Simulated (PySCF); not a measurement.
Species: C₅H₉S (charge -1).
Bonds: C1–C2, C2–C3, C3–S4, C3–C5, C5–C6, C3–C6. Hydrogens: H7, H8, H9 on C1; H10, H11 on C2; H12, H13 on C5; H14, H15 on C6.

Torsions of this conformer, `[CH3:1][CH2:2][C:3]1([S-:4])[CH2:5][CH2:6]1`: C1–C2–C3–S4 64°.

The closed-shell ground state was solved at several levels (PySCF, density fitting, gas phase, non-relativistic). The structure is a single GFN2-xTB conformer in the gas phase; no vibrational or solvent corrections. Where the HOMO energy is positive, the finite basis confines the outermost electrons. No diffuse functions stand in pcSseg-1, which bears on an anion's orbital energies.

```
         level  basis functions  HOMO (eV)  LUMO (eV)  gap (eV)
PBE0/def2-SVPD              199      -0.03       4.16      4.19
 PBE0/pcSseg-1              154       0.45       5.40      4.95
```

Task: What might B3LYP/def2-SVPD (199 basis functions) give for the same quantities?

Result: HOMO 0.15 eV, LUMO 3.89 eV, gap 3.74 eV.

Task: Over all these levels, which gives the widest orbital gap and which the narrowest?

Result: PBE0/pcSseg-1 (global hybrid, 25 % exact exchange) has the widest, 4.95 eV, and B3LYP/def2-SVPD (global hybrid, 20 % exact exchange) the narrowest, 3.74 eV. Functional and basis both differ between the two, so the spread mixes both effects.
